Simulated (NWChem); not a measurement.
**Total energies of C2H3O**

```
C
H 1 1.1012
H 1 1.1012 2 106.84
H 1 1.1036 2 110.36 3 120.01
C 1 1.5086 2 108.78 3 -117.28
O 5 1.1826 1 128.92 2 -121.98
```
Charge 0, spin multiplicity 2.

The numbers come from NWChem runs, not from measurements. Structure: optimised with UB3LYP/def2-SVP, a minimum by its harmonic frequencies.

Basis set: def2-SVP (57 functions).

```tsv
method	total energy (Ha)
UHF	-152.18059
UMP2	-152.61422
UB2PLYP	-152.91269
UPBE	-152.88423
UB3LYP	-153.06744
UTPSS	-153.09280
```

Total energies of different functionals aren't comparable as a measure of quality: only differences taken within one method are. 

The correlated methods keep 3 core orbitals frozen. B3LYP has NWChem's definition, with VWN1-RPA local correlation. The structure started from a generated list of species. The unpaired electrons of the parent sit in orbitals of symmetry a' (Cs labels of the run); other states weren't searched. No SCF solution was tested for a lower state. Open-shell Hartree-Fock references start from PBE0 orbitals.
